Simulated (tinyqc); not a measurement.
Inside a calculation. Method: RKS/PBE in the sto-3g basis, for HF, spin multiplicity 1. One step of it, computed by the program tinyqc.

Problem. Iteration 2: DIIS coefficients. Solve [B -1; -1 0][c; lambda] = [0; -1] for the coefficients, which sum to one.

B (overlaps of the stored error matrices):
```
                1               2
1   5.3991063e-01  -5.1793191e-01
2  -5.1793191e-01   1.1077049e+00
```

Give: DIIS coefficients.

Solution.

DIIS coefficients: 0.6058  0.3942
